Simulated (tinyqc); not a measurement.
Inside a calculation. Method: CCD on RHF in the sto-3g basis, frozen core, for H2O, spin multiplicity 1. One step of it, computed by the program tinyqc.

Task: Iteration 8 (converged): orbitals. Diagonalise F' = X^T F X, C = X C', fill 5 alpha and 5 beta electrons from the bottom; D = 2 C_occ C_occ^T. Each column has its largest component positive (the first on a tie).

converged F (hartree), lower triangle:
```
             1O 1s      1O 2s     1O 2px     1O 2py     1O 2pz      2H 1s      3H 1s
1O 1s   -20.244059
1O 2s    -5.163441  -2.430012
1O 2px    0.000000   0.000000  -0.389889
1O 2py    0.000000   0.000000   0.000000  -0.277447
1O 2pz   -0.027767  -0.104136   0.000000   0.000000  -0.317963
2H 1s    -1.036369  -0.924507   0.000000  -0.376401  -0.355656  -0.504774
3H 1s    -1.036369  -0.924507   0.000000   0.376401  -0.355656  -0.334050  -0.504774
```

X:
```
                1          2          3         4          5          6         7
1O 1s   -0.320625   0.000000   0.747549  0.000000  -0.618444   0.000000  0.158215
1O 2s    1.115440   0.000000  -0.301890  0.000000  -0.309530   0.000000  0.426790
1O 2px   0.000000   0.000000   0.000000  1.000000   0.000000   0.000000  0.000000
1O 2py   0.000000   0.891106   0.000000  0.000000   0.000000   0.694911  0.000000
1O 2pz   0.530578   0.000000   0.654344  0.000000   0.629908   0.000000  0.204906
2H 1s   -0.704003  -0.828189  -0.162814  0.000000   0.132983   0.373852  0.379295
3H 1s   -0.704003   0.828189  -0.162814  0.000000   0.132983  -0.373852  0.379295
```

Give: F' = X^T F X; orbital energies; coefficients C; D after iteration 8.

Result:

F' = X^T F X (hartree), lower triangle:
```
        1      2       3       4       5       6       7
1   0.054
2   0.000  0.657
3   1.813  0.000  -8.896
4   0.000  0.000   0.000  -0.390
5  -1.342  0.000   8.885   0.000  -9.672
6   0.000  0.116   0.000   0.000   0.000  -0.573
7   0.247  0.000  -3.798   0.000   4.137   0.000  -2.879
```

orbital energies (hartree): MO1 -20.253, MO2 -1.242, MO3 -0.584, MO4 -0.451, MO5 -0.390, MO6 0.552, MO7 0.668

coefficients C:
```
           MO1     MO2     MO3     MO4    MO5     MO6     MO7
1O 1s    0.994  -0.235   0.000   0.101  0.000  -0.123   0.000
1O 2s    0.025   0.856   0.000  -0.520  0.000   0.781   0.000
1O 2px   0.000   0.000   0.000   0.000  1.000   0.000   0.000
1O 2py   0.000   0.000   0.609   0.000  0.000   0.000   0.952
1O 2pz   0.004   0.111   0.000   0.757  0.000   0.750   0.000
2H 1s   -0.005   0.153   0.450   0.303  0.000  -0.754  -0.790
3H 1s   -0.005   0.153  -0.450   0.303  0.000  -0.754   0.790
```

D after iteration 8, lower triangle:
```
         1O 1s   1O 2s  1O 2px  1O 2py  1O 2pz   2H 1s  3H 1s
1O 1s    2.108
1O 2s   -0.457   2.007
1O 2px   0.000   0.000   2.000
1O 2py   0.000   0.000   0.000   0.741
1O 2pz   0.108  -0.598   0.000   0.000   1.172
2H 1s   -0.022  -0.054   0.000   0.547   0.493   0.635
3H 1s   -0.022  -0.054   0.000  -0.547   0.493  -0.173  0.635
```
